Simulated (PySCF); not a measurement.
Atomic charges against the basis set

C5H5F.
Cartesian coordinates in Å at the PBE0-D3(BJ)/def2-SVP level; atoms count from 1:
```xyz
11
C5H5F angstrom
C      1.9301   -0.9794    0.8214
C      1.2723   -0.3504   -0.1581
F      1.8822   -0.0595   -1.3099
C     -0.0971    0.0664   -0.0898
C     -1.1436    0.6356   -0.6181
C     -1.3223    0.0975    0.7682
H      1.4137   -1.2079    1.7531
H      2.9753   -1.2657    0.6973
H     -1.6114    1.1498   -1.4527
H     -1.8965   -0.8296    0.9272
H     -1.3675    0.7903    1.6241
```

PBE0 throughout (PySCF), one geometry, spherical d and f functions. One conformer (not necessarily the lowest) at the PBE0-D3(BJ)/def2-SVP geometry, without solvent, vibrations or thermal averaging. The first 7 of 10 kinds of atom are listed.

Mulliken charges (e):

| basis | functions | C1 | C2 | F3 | C4 | C5 | C6 | H7 |
| --- | --- | --- | --- | --- | --- | --- | --- | --- |
| STO-3G | 35 | -0.194 | +0.097 | -0.065 | -0.035 | -0.096 | -0.150 | +0.095 |
| 6-31G | 64 | -0.401 | +0.334 | -0.320 | -0.054 | -0.127 | -0.345 | +0.191 |
| pcSseg-0 | 64 | -0.389 | +0.284 | -0.355 | -0.178 | -0.188 | -0.409 | +0.241 |
| 6-31G* | 94 | -0.494 | +0.416 | -0.317 | +0.067 | -0.198 | -0.400 | +0.202 |
| cc-pVDZ | 109 | -0.051 | +0.041 | -0.163 | +0.094 | -0.134 | -0.027 | +0.065 |
| def2-SVP | 109 | -0.134 | +0.223 | -0.206 | +0.058 | -0.204 | -0.049 | +0.071 |
| aug-cc-pVDZ | 183 | +0.482 | +0.920 | -0.570 | +0.417 | +0.249 | +0.571 | -0.399 |
| 6-311+G(2d,p) | 192 | -0.337 | +0.159 | -0.311 | +0.378 | -0.073 | -0.486 | +0.139 |
| def2-TZVP | 216 | -0.316 | +0.217 | -0.181 | -0.028 | -0.164 | -0.212 | +0.152 |
| cc-pVTZ | 250 | -0.324 | +0.285 | -0.152 | +0.040 | -0.246 | -0.200 | +0.138 |
| IGLO-III | 260 | -0.297 | +0.280 | -0.241 | +0.001 | -0.103 | -0.214 | +0.116 |

IAO charges (e):

| basis | functions | C1 | C2 | F3 | C4 | C5 | C6 | H7 |
| --- | --- | --- | --- | --- | --- | --- | --- | --- |
| STO-3G | 35 | -0.304 | +0.120 | -0.080 | -0.040 | -0.114 | -0.256 | +0.146 |
| 6-31G | 64 | -0.354 | +0.260 | -0.250 | -0.020 | -0.143 | -0.284 | +0.176 |
| pcSseg-0 | 64 | -0.345 | +0.253 | -0.236 | -0.031 | -0.136 | -0.285 | +0.171 |
| 6-31G* | 94 | -0.351 | +0.285 | -0.257 | -0.020 | -0.142 | -0.264 | +0.169 |
| cc-pVDZ | 109 | -0.357 | +0.286 | -0.257 | -0.018 | -0.146 | -0.265 | +0.171 |
| def2-SVP | 109 | -0.346 | +0.283 | -0.257 | -0.019 | -0.139 | -0.257 | +0.166 |
| aug-cc-pVDZ | 183 | -0.363 | +0.291 | -0.271 | -0.014 | -0.151 | -0.273 | +0.177 |
| 6-311+G(2d,p) | 192 | -0.362 | +0.290 | -0.272 | -0.014 | -0.150 | -0.275 | +0.177 |
| def2-TZVP | 216 | -0.364 | +0.295 | -0.271 | -0.015 | -0.150 | -0.274 | +0.176 |
| cc-pVTZ | 250 | -0.365 | +0.294 | -0.268 | -0.015 | -0.150 | -0.275 | +0.176 |
| IGLO-III | 260 | -0.365 | +0.292 | -0.272 | -0.015 | -0.151 | -0.275 | +0.177 |

Task: Which scheme is steadiest as the basis changes?

Result: Largest range over the bases for any column: IAO 0.19 e, Mulliken 1.06 e. IAO charges move least and Mulliken charges most, counted in e. Without the minimal STO-3G basis the ranges are IAO 0.04, Mulliken 1.06 e.

Task: How much do the charges still move between the two largest bases, cc-pVTZ and IGLO-III?

Result: At most, over all atoms: Mulliken 0.143 e, IAO 0.003 e.

Task: What do the same runs give for the total energy, the frontier levels and the dipole moment?

Result: 
| basis | energy (Eh) | HOMO (eV) | LUMO (eV) | μ (D) |
| --- | --- | --- | --- | --- |
| STO-3G | -289.1441 | -4.58 | 1.74 | 0.17 |
| 6-31G | -292.8549 | -6.65 | -0.98 | 1.26 |
| pcSseg-0 | -292.2593 | -6.99 | -1.32 | 1.31 |
| 6-31G* | -292.9286 | -6.56 | -0.88 | 0.86 |
| cc-pVDZ | -292.9530 | -6.70 | -1.08 | 0.87 |
| def2-SVP | -292.7217 | -6.79 | -1.18 | 0.96 |
| aug-cc-pVDZ | -292.9709 | -6.83 | -1.34 | 1.06 |
| 6-311+G(2d,p) | -293.0215 | -6.85 | -1.35 | 1.09 |
| def2-TZVP | -293.0493 | -6.83 | -1.29 | 1.01 |
| cc-pVTZ | -293.0389 | -6.80 | -1.24 | 0.96 |
| IGLO-III | -293.0534 | -6.84 | -1.34 | 1.05 |

The dipole is fixed by the density alone, so its range of 1.14 D shows that the density itself changes with the basis, not only its division among atoms.
